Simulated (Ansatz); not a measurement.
Molecule: fluoromethane, CH3F, net charge 0, singlet state. 
Coordinates optimised at B3LYP-D3(BJ)/def2-TZVP (Ansatz, an electronic-structure program):
```xyz
5

C     -0.6251     0.0987     0.0634
F      0.7404    -0.1169    -0.0750
H     -0.8995    -0.0428     1.1096
H     -0.8540     1.1182    -0.2499
H     -1.1596    -0.6155    -0.5645
```

Parts of the frozen-core correlation energy in cc-pVDZ (Ansatz, hartree). Frozen orbitals: 2; correlated occupied orbitals by spin: 7 and 7; virtual: 34 and 34. No spin-orbit coupling. Non-relativistic.

```json
[
 {"term": "reference (HF)", "value": "-139.04475"},
 {"term": "MP2 opposite-spin", "value": "…"},
 {"term": "MP2 same-spin", "value": "…"},
 {"term": "CCSD correlation", "value": "…"},
 {"term": "(T)", "value": "-0.00647"},
 {"term": "CCSDT minus CCSD(T)", "value": "-0.00046"},
 {"term": "T1 diagnostic", "value": "0.009"},
 {"term": "largest doubles amplitude", "value": "0.037"}
]
```

Complete the blanks.


- MP2 opposite-spin, value: -0.25390
- MP2 same-spin, value: -0.08016
- CCSD correlation, value: -0.35585
